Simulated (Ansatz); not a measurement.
Two shapes of doublet CO₂(+).

Shape 1:

```xyz
3

O     0.2058    1.1542   -0.0436
C    -0.0382    0.0385    0.0386
O    -0.1568   -1.1846    0.0679
```

Shape 2:

```xyz
3

O    -0.0938    1.1299    0.0877
C     0.0074   -0.0005    0.0194
O     0.1086   -1.1309   -0.0490
```

Basis set: def2-SVP (spherical functions). Charge 1, multiplicity 2.

Computed with Ansatz (development build ahead of 0.2.0); each method stands on the lowest determinant of its kind that the runs found.

Problem. Which shape is lower in energy, and by how much in each method?

Solution.

```csv
method,E(2) − E(1) (eV)
UHF,-0.068
PBE0 (unrestricted),0.032
```

The methods disagree on the order. Caution for UHF: the unrestricted determinant is spin contaminated.
